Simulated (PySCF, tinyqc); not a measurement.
Inside a calculation. Method: FCI on RHF in the sto-3g basis, frozen core, for HF, spin multiplicity 1. The lowest restricted solution is unstable here: a spin-polarised one lies 0.1568 hartree lower (PySCF). One step of it, computed by the program tinyqc.

Question. Integrals over molecular orbitals. (pq|rs) = sum C_ip C_jq C_kr C_ls (ij|kl), one index at a time.

coefficients C:
```
              MO1        MO2       MO3        MO4        MO5        MO6
1F 1s    0.995107  -0.263276  0.000000   0.000000   0.017927   0.019648
1F 2s    0.019810   1.024874  0.000000   0.000000  -0.088202  -0.096312
1F 2px   0.000000   0.000000  0.084338   0.996437   0.000000   0.000000
1F 2py   0.000000   0.000000  0.996437  -0.084338   0.000000   0.000000
1F 2pz   0.000304  -0.000175  0.000000   0.000000   0.699712  -0.719326
2H 1s   -0.000904   0.041557  0.000000   0.000000   0.660158   0.759514
```

core Hamiltonian H = T + V (hartree):
```
             1F 1s       1F 2s     1F 2px     1F 2py     1F 2pz      2H 1s
1F 1s   -40.313855   -9.458410   0.000000   0.000000  -0.003772  -0.245707
1F 2s    -9.458410  -10.792053   0.000000   0.000000  -0.047202  -0.660640
1F 2px    0.000000    0.000000  -8.484068   0.000000   0.000000   0.000000
1F 2py    0.000000    0.000000   0.000000  -8.484068   0.000000   0.000000
1F 2pz   -0.003772   -0.047202   0.000000   0.000000  -8.500789  -0.523763
2H 1s    -0.245707   -0.660640   0.000000   0.000000  -0.523763  -3.063958
```

Two-electron integrals (ij|kl) in chemists' order, unique and non-zero (hartree):
```
(11|11) 5.403501   (21|11) 0.841920   (21|21) 0.156299   (22|11) 1.268028
(22|21) 0.292344   (22|22) 0.926167   (31|31) 0.027998   (32|31) 0.043169
(32|32) 0.204588   (33|11) 1.264502   (33|21) 0.292403   (33|22) 0.925959
(33|33) 0.997514   (41|41) 0.027998   (42|41) 0.043169   (42|42) 0.204588
(43|43) 0.053770   (44|11) 1.264502   (44|21) 0.292403   (44|22) 0.925959
(44|33) 0.889973   (44|44) 0.997514   (51|51) 0.027998   (52|51) 0.043169
(52|52) 0.204588   (53|53) 0.053770   (54|54) 0.053770   (55|11) 1.264502
(55|21) 0.292403   (55|22) 0.925959   (55|33) 0.889973   (55|44) 0.889973
(55|55) 0.997514   (61|11) 0.021949   (61|21) 0.004043   (61|22) 0.007523
(61|33) 0.007515   (61|44) 0.007515   (61|51) 0.000157   (61|52) 0.000296
(61|55) 0.007540   (61|61) 0.000106   (62|11) 0.066943   (62|21) 0.015690
(62|22) 0.057049   (62|33) 0.056271   (62|44) 0.056271   (62|51) 0.001047
(62|52) 0.008916   (62|55) 0.058546   (62|61) 0.000412   (62|62) 0.004758
(63|31) 0.001503   (63|32) 0.009503   (63|53) 0.001838   (63|63) 0.000670
(64|41) 0.001503   (64|42) 0.009503   (64|54) 0.001838   (64|64) 0.000670
(65|11) 0.052327   (65|21) 0.012405   (65|22) 0.048368   (65|33) 0.046592
(65|44) 0.046592   (65|51) 0.002119   (65|52) 0.015728   (65|55) 0.051867
(65|61) 0.000335   (65|62) 0.004952   (65|65) 0.005753   (66|11) 0.288587
(66|21) 0.068674   (66|22) 0.288120   (66|33) 0.282874   (66|44) 0.282874
(66|51) 0.003736   (66|52) 0.046273   (66|55) 0.298567   (66|61) 0.001797
(66|62) 0.033782   (66|65) 0.041646   (66|66) 0.774606
```

Give: one-electron integrals over orbitals h = C^T H C; Two-electron integrals over orbitals.

Answer.

one-electron integrals over orbitals h = C^T H C (hartree):
```
         1       2       3       4       5       6
1  -40.297   0.736   0.000   0.000  -0.047  -0.054
2    0.736  -9.082   0.000   0.000   0.239   0.333
3    0.000   0.000  -8.484   0.000   0.000   0.000
4    0.000   0.000   0.000  -8.484   0.000   0.000
5   -0.047   0.239   0.000   0.000  -5.971   2.719
6   -0.054   0.333   0.000   0.000   2.719  -5.591
```

Two-electron integrals over orbitals (pq|rs), unique and non-zero (hartree); the lowest 1 orbital is frozen and left out:
```
(22|22) 0.894      (32|32) 0.194      (33|22) 0.908      (33|33) 0.998
(42|42) 0.194      (43|43) 0.054      (44|22) 0.908      (44|33) 0.890
(44|44) 0.998      (52|22) -0.030     (52|33) -0.032     (52|44) -0.032
(52|52) 0.108      (53|32) -0.011     (53|53) 0.029      (54|42) -0.011
(54|54) 0.029      (55|22) 0.615      (55|33) 0.602      (55|44) 0.602
(55|52) 6.08e-04   (55|55) 0.592      (62|22) -0.034     (62|33) -0.035
(62|44) -0.035     (62|52) -0.094     (62|55) -0.014     (62|62) 0.092
(63|32) -0.011     (63|53) -0.026     (63|63) 0.027      (64|42) -0.011
(64|54) -0.026     (64|64) 0.027      (65|22) -0.309     (65|33) -0.303
(65|44) -0.303     (65|52) 0.041      (65|55) -0.076     (65|62) 0.011
(65|65) 0.294      (66|22) 0.584      (66|33) 0.573      (66|44) 0.573
(66|52) 0.021      (66|55) 0.591      (66|62) -0.029     (66|65) -0.036
(66|66) 0.602
```
